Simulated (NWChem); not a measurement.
# C2H3O (vinyloxy radical): UB3LYP/jorge-TZP

Aim: the vertical ionisation energy of C2H3O (vinyloxy radical) at UB3LYP/jorge-TZP, from 2 runs. 

The results are computed with NWChem 7.3.0.

### Step 1. Starting point

C2H3O has 6 atoms, charge 0, and is taken as a doublet. SMILES: `C=C[O]`. The shape is that of a PBE0-D4/def2-TZVP optimisation.

Bond lengths: C1–C2 1.420 Å, C2–O3 1.226 Å, C1–H4 1.083 Å, C1–H5 1.083 Å, C2–H6 1.106 Å. Angles: C1–C2–O3 123.0°, C1–C2–H6 116.8°, O3–C2–H6 120.2°, C2–C1–H4 119.3°, C2–C1–H5 121.1°, H4–C1–H5 119.6°.

### Step 2. The energy at UB3LYP/jorge-TZP

File struct.nw:

```
echo
start struct
memory total 2200 mb

geometry units angstrom noautosym nocenter noautoz
  C    -0.535600    0.055800   -0.481000
  C     0.531200   -0.055700    0.450000
  O     0.984900   -1.132800    0.821000
  H    -0.977900   -0.844800   -0.889800
  H    -0.912600    1.024000   -0.787600
  H     0.952100    0.889600    0.841100
end

basis spherical bse
  * library jorge-TZP
end

dft
  xc b3lyp
  mult 2
  grid fine
  convergence energy 1e-08
  maxiter 100
  mulliken
  print low
end

task dft energy
```

Run with:

```bash
nwchem struct.nw > struct.out
```

The program printed:

```text
[...]
 d= 0,ls=0.0,diis     1   -153.1212491891 -2.17D+02  7.04D-03  2.87D-01     3.1
[...]
 d= 0,ls=0.0,diis    13   -153.2354777825 -3.65D-09  8.65D-08  2.30D-10    37.2
[...]
         Total DFT energy =     -153.235477782526
      One electron energy =     -333.742919239432
           Coulomb energy =      137.205014168103
    Exchange-Corr. energy =      -20.516142460261
 Nuclear repulsion energy =       63.818569749065
[...]
      Total Density - Mulliken Population Analysis
     ---------------------------------------------
    Atom       Charge   Shell Charges
 -----------   ------   -------------------------------------------------------
    1 C    6     6.09   0.55  1.40  0.01  0.75  0.53  1.28  1.03  0.50  0.01  0.03  0.00
    2 C    6     5.86   0.55  1.40  0.01  0.76  0.46  1.29  0.91  0.31  0.04  0.13  0.01
    3 O    8     8.22   0.58  1.38  0.17  0.93  0.73  1.88  1.69  0.84  0.00  0.02  0.00
    4 H    1     0.91   0.27  0.50  0.11  0.02  0.01  0.00
    5 H    1     0.93   0.27  0.51  0.11  0.02  0.02  0.00
    6 H    1     0.99   0.27  0.52  0.15  0.02  0.02  0.00
[...]
      <S2> =      0.7671 (Exact =     0.7500)
[...]
```

It took 38 s on 1 thread of Intel Xeon 6975P-C (Granite Rapids), shared host; peak memory 0.12 GiB.

### Step 3. The singlet cation, same level

File m1.xyz:

```xyz
6

C     -0.535600     0.055800    -0.481000
C      0.531200    -0.055700     0.450000
O      0.984900    -1.132800     0.821000
H     -0.977900    -0.844800    -0.889800
H     -0.912600     1.024000    -0.787600
H      0.952100     0.889600     0.841100
```

File m1.nw:

```
start m1
memory stack 880 mb heap 220 mb global 1100 mb
charge 1

geometry units angstrom noautosym nocenter noautoz
load format xyz m1.xyz
end

basis spherical bse
C library jorge-TZP
O library jorge-TZP
H library jorge-TZP
end

dft
xc b3lyp
grid fine
convergence energy 1e-08
iterations 100
mulliken
noprint "final vectors analysis"
end

task dft energy
```

Run with:

```bash
nwchem m1.nw > m1.out
```

The program printed:

```text
[...]
          Wavefunction type:  closed shell.
          No. of atoms     :     6
          No. of electrons :    22
[...]
          Charge           :     1
          Spin multiplicity:     1
[...]
          AO basis - number of functions:   135
[...]
              XC Information
              --------------
                         B3LYP Method XC Potential
                     Hartree-Fock (Exact) Exchange  0.200
                        Slater Exchange Functional  0.800 local
                    Becke 1988 Exchange Functional  0.720 non-local
              Lee-Yang-Parr Correlation Functional  0.810
                  VWN I RPA Correlation Functional  0.190 local
[...]
 d= 0,ls=0.0,diis     1   -152.5761696705 -2.16D+02  1.60D-02  2.70D+00     2.4
[...]
 d= 0,ls=0.0,diis    11   -152.8502322272 -2.75D-09  6.06D-07  4.48D-08    22.9
         Total DFT energy =     -152.850232227155
      One electron energy =     -326.734307298367
           Coulomb energy =      130.234118504473
    Exchange-Corr. energy =      -20.168613182326
 Nuclear repulsion energy =       63.818569749065
[...]
      Total Density - Mulliken Population Analysis
     ---------------------------------------------
    Atom       Charge   Shell Charges
 -----------   ------   -------------------------------------------------------
    1 C    6     5.73   0.55  1.40  0.01  0.83  0.51  1.18  0.91  0.29  0.01  0.03  0.00
    2 C    6     5.81   0.55  1.40  0.01  0.77  0.46  1.29  0.94  0.22  0.03  0.12  0.01
    3 O    8     7.97   0.58  1.38  0.17  0.97  0.74  1.83  1.62  0.65  0.00  0.02  0.00
    4 H    1     0.80   0.26  0.47  0.03  0.02  0.02  0.00
    5 H    1     0.81   0.26  0.48  0.03  0.02  0.02  0.00
    6 H    1     0.88   0.26  0.50  0.07  0.02  0.02  0.00
[...]
```

Run time: 23 s. Hardware: 1 thread of Intel Xeon 6975P-C (Granite Rapids), shared host; peak memory 0.12 GiB.

### Step 4. Summary of results

Level: UB3LYP/jorge-TZP.

```
                                          quantity          value
                       doublet C2H3O: total energy  -153.23548 Eh
                               doublet C2H3O: ⟨S²⟩          0.767
                      singlet cation: total energy  -152.85023 Eh
vertical ionisation energy (to the singlet cation)      10.483 eV
```

In words: Removing an electron at fixed nuclei costs 10.48 eV (1011 kJ/mol). Only the singlet of the ionised species was computed; a triplet could lie lower. Mulliken charges (singlet cation) run from +0.03 on O3 to +0.27 on C1; they depend strongly on the basis.
